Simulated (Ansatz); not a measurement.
## A ladder of methods for AlNH2Cl (SMILES [NH2][Al][Cl])

The species is AlNH2Cl (5 atoms), meant as a doublet with charge 0. As SMILES, `[NH2][Al][Cl]`. Geometry: relaxed at PBE0-D4/def2-TZVP. This is one conformer, not always the lowest.

```xyz
5

N    -0.5494    0.4617   -0.2320
Al    0.4026   -0.2916    1.0491
Cl    1.9070   -1.6497    0.4408
H    -1.2936    1.1233   -0.0835
H    -0.4166    0.2827   -1.2159
```

Each level gives the energy change with the N1–Al2 bond stretched from 1.765 to 4.412 Å (eV). The values are calculated.

```tsv
level	kind	program	value (eV)	less FCI/STO-3G	CPU time (all runs)
UHF/STO-3G	Hartree–Fock	Ansatz	2.17	-0.05	0.59 s
UBLYP/STO-3G	GGA	Ansatz	2.97	+0.75	4 s
U-r2SCAN/STO-3G	meta-GGA	Ansatz	3.16	+0.94	14 s
U-r2SCAN0/STO-3G	hybrid meta-GGA	Ansatz	3.02	+0.80	12 s
UBHLYP/STO-3G	global hybrid	Ansatz	2.75	+0.53	4.2 s
U-wB97M-V/STO-3G	range-separated hybrid	Ansatz	2.93	+0.71	56 s
RPA@PBE/STO-3G	RPA	Ansatz	2.02	-0.20	5.1 s
UMP2/STO-3G	perturbation theory	Ansatz	2.43	+0.21	0.52 s
FCI/STO-3G	exact in the basis	Ansatz	2.22	0.00	1.7 min
```

FCI/STO-3G is exact within its basis and frozen core, so for wave-function methods in that basis the difference is their error; functionals converge differently with the basis, so for them it is only a difference. The first shape isn't each level's own minimum. The values span 2.02 to 3.16 eV. All rows use very small basis sets, so even the best lies far from the true value. CPU times are rough (shared hosts, several kinds of processor): they show what a rung costs within a factor of a few.
